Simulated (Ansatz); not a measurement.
Geometry optimisation, RKS PBE0/def2-SVP (Ansatz).

input.yaml

```yaml
crystal:
  periodic: [false, false, false]
  atoms:
    - { symbol: B, position_ang: [0.0, 0.0, 0.0] }
    - { symbol: "N", position_ang: [1.0346, 0.0, 1.4114] }
    - { symbol: H, position_ang: [0.1576, -0.2713, 1.9414] }
    - { symbol: H, position_ang: [1.9116, 0.2713, 1.9414] }
    - { symbol: H, position_ang: [1.3899, 0.0, -0.0116] }
    - { symbol: F, position_ang: [-1.1431, 0.0, -0.66] }
basis:
  gaussian: { orbitals: def2-SVP }
hamiltonian:
  xc: pbe0
relax:
  f_tol: 0.15
  max_steps: 25
  restrain:
    - { distance: [1, 4], at: 1.06, k: 30.0 }
    - { distance: [0, 1], at: 2.75, k: 30.0 }
    - { distance: [0, 4], at: 2.39, k: 30.0 }
```

Command:

```bash
$ ansatz run input.yaml --threads 1 --pin off --max-ram 2048MiB --backend cpu --events-out ev --progress --plain --runs-dir out
```

Q: Where does it end, and by what steps?

A: The forces met the threshold. The restraints hold the end off the free minimum. After 13 steps the energy has fallen by 3.253 eV (the restraints' own energy left out); H4 moved furthest, 1.06 Å. The start is strongly strained (largest force component 9 eV/Å), so its close contacts needn't be bonds. Parted: B1–N2, B1–H5. Joined: N2–H5.

| step | energy less start (eV) | largest force component (eV/Å) | accepted |
| --- | --- | --- | --- |
| 0 | 0.0000 | 9.455 | yes |
| 1 | 1.5510 | 5.557 | yes |
| 2 | 1.2299 | 14.011 | yes |
| 3 | -0.8407 | 8.982 | yes |
| 4 | -2.5729 | 1.839 | yes |
| 5 | -2.8990 | 2.112 | yes |
| 6 | -2.9603 | 2.470 | yes |
| 7 | -3.0102 | 1.719 | yes |
| 8 | -3.0516 | 0.958 | yes |
| 9 | -3.0838 | 1.119 | yes |
| 10 | -3.1683 | 0.763 | yes |
| 11 | -3.2196 | 0.754 | yes |
| 12 | -3.2498 | 0.719 | yes |
| 13 | -3.2530 | 0.697 | yes |

```xyz
6
Properties=species:S:1:pos:R:3
B -0.214 0.116 -0.697
N 1.397 -0.164 1.525
H 0.616 -0.796 1.682
H 1.060 0.794 1.581
H 1.762 -0.325 0.571
F -1.271 0.375 -0.040
```

Whether the end is a true minimum wasn't checked by a vibrational analysis.

The run took 20 s on 1 thread of Arm Neoverse V1, on a shared host, peak memory 0.12 GiB.
